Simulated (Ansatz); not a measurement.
## Rock-salt HfN

The numbers are results of BLYP (Ansatz, an electronic-structure program, PAW), not measurements.

Settings: plane-wave cutoff 520 eV, 22×22×22 k mesh, Fermi–Dirac smearing 0.05 eV, scalar-relativistic PAW data made under PBE.

Cell (relaxed at this level):

```
CELL_PARAMETERS angstrom
      0.00000     2.29807     2.29807
      2.29807     0.00000     2.29807
      2.29807     2.29807     0.00000
ATOMIC_POSITIONS crystal
  Hf 0.00000 0.00000 0.00000
  N  0.50000 0.50000 0.50000
```

```
Quantity                                      Value
------------------------------------------  -------
bulk modulus                                245 GPa
band gap                                       none
pressure derivative B′ of the bulk modulus      4.3
```

Measured, for comparison: bulk modulus 260 GPa (room temperature, no zero-point or thermal correction, our sources range from 260 to 306; as tabulated in Synthesis of Binary Transition Metal Nitrides, Carbides and Borides from the …). Computed (rounded) less measured: bulk modulus not scored (sources differ).

Spin–orbit coupling is not included.

It cost about 100 core-seconds (a rough figure) of CPU time.
